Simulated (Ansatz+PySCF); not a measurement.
# doublet LiH2O in separate pieces: levels of theory in one basis

```xyz
4

O     0.0000    0.0000   -0.3906
H     0.0000    0.0000    3.1246
Li   30.0000    0.0000   -1.4381
H    30.0000    0.0000    4.3142
```

Basis set: 6-31G (spherical functions). Correlated methods keep 1 orbital frozen. Correlation on ROHF uses semicanonical orbitals with singles. Charge 0, multiplicity 2.

Computed with Ansatz (development build ahead of 0.2.0); each method stands on the lowest determinant of its kind that the runs found. NEVPT2 correlates all electrons. Active spaces start from the frontier orbitals, and the lowest solution found is given.

```json
{"method": "ROHF", "E − E(ROHF) (eV)": "0.00", "<S²> of the determinant": "0.75"}
{"method": "UHF", "E − E(ROHF) (eV)": "-6.79", "<S²> of the determinant": "2.75"}
{"method": "ROHF-MP2", "E − E(ROHF) (eV)": "-3.87", "<S²> of the determinant": "–"}
{"method": "UHF-MP2", "E − E(ROHF) (eV)": "-8.15", "<S²> of the determinant": "2.75"}
{"method": "ROHF-CCSD(T)", "E − E(ROHF) (eV)": "-6.08", "<S²> of the determinant": "–"}
{"method": "UHF-CCSD(T)", "E − E(ROHF) (eV)": "-8.39", "<S²> of the determinant": "2.75"}
{"method": "CASSCF(5,5)", "E − E(ROHF) (eV)": "-6.74", "<S²> of the determinant": "–"}
{"method": "CASSCF(3,3)", "E − E(ROHF) (eV)": "-3.41", "<S²> of the determinant": "–"}
{"method": "SC-NEVPT2(5,5)", "E − E(ROHF) (eV)": "-8.14", "<S²> of the determinant": "–"}
{"method": "SC-NEVPT2(3,3)", "E − E(ROHF) (eV)": "-5.25", "<S²> of the determinant": "–"}
```

Question: What does ROHF-CCSD give on the same scale?

Answer: -5.92 eV.

Question: Is a single determinant a sound starting point here?

Answer: It is doubtful. Unrestricted orbitals lower Hartree–Fock by 6.79 eV and <S²> is 2.75 where a pure state has 0.75, a sign of strong static correlation. The CASSCF(5,5) natural occupations are 1.04, 1.03, 1.00, 0.97, 0.96. The CASSCF(3,3) natural occupations are 1.04, 1.00, 0.96.

Caution for ROHF, ROHF-MP2, ROHF-CCSD, ROHF-CCSD(T): an unrestricted determinant lies well below. Caution for UHF, UHF-MP2, UHF-CCSD(T): the unrestricted determinant is a mixture of spin states. Caution for ROHF-MP2, ROHF-CCSD: large amplitudes, a single reference is doubtful. Caution for UHF-MP2, UHF-CCSD(T): bonds are stretched, where a single reference can fail; a plain start can end on a higher determinant. Caution for ROHF-CCSD(T): very large amplitudes, the method is breaking down; the program finds a lower state of this spin; the program doubts this total.
